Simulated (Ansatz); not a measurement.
# Active spaces for MgH₂, singlet

Computed with Ansatz's Gaussian-basis code (development build). Basis cc-pV(T+d)Z on Mg, cc-pVTZ on H, nonrelativistic, 1 orbital frozen in the corrections. State-specific CASSCF; RHF is the lowest restricted (open-shell) Hartree–Fock solution met. Solutions may break the symmetry of the shape. No proof that the lowest CASSCF solution was found.

Geometry. A bond is stretched, to 2.27 times the sum of the covalent radii.

```xyz
3

Mg    0.0000    0.0000    0.0000
H     0.0000    0.0000    3.9100
H     0.0000    0.0000   -1.7000
```

Problem. What do CASSCF and its corrections give against RHF in CAS(4,6), and what are the occupations?

Solution. CASSCF -2.765 eV, SC-NEVPT2 -4.338 eV; occupations 1.95, 1.42, 0.58, 0.02, 0.01, 0.01.
